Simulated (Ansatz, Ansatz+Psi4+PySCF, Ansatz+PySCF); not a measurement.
```xyz
6

C    -0.9675   -0.6351    0.0000
C    -0.0215    0.4809    0.0000
H    -0.4448   -1.5951    0.0000
H    -1.6068   -0.5506    0.8811
H    -1.6068   -0.5506   -0.8811
O     1.1735    0.4225    0.0000
```

Basis set: cc-pVTZ (spherical functions). Correlated methods keep 3 orbitals frozen. Correlation on ROHF uses semicanonical orbitals with singles. Charge 0, multiplicity 2.

Computed with Ansatz (development build ahead of 0.2.0); each method stands on the lowest determinant of its kind that the runs found.

Give the atomization energy at this shape (free ground-state atoms in the same class of orbitals less the molecule, no zero-point energy) of doublet C₂H₃O by ROHF-CCSD(T), ROHF-MP2, UHF-MP2, ROHF, UHF.

```tsv
method	atomization energy
ROHF-CCSD(T)	24.49 eV
ROHF-MP2	25.11 eV
UHF-MP2	25.07 eV
ROHF	18.22 eV
UHF	17.93 eV
```
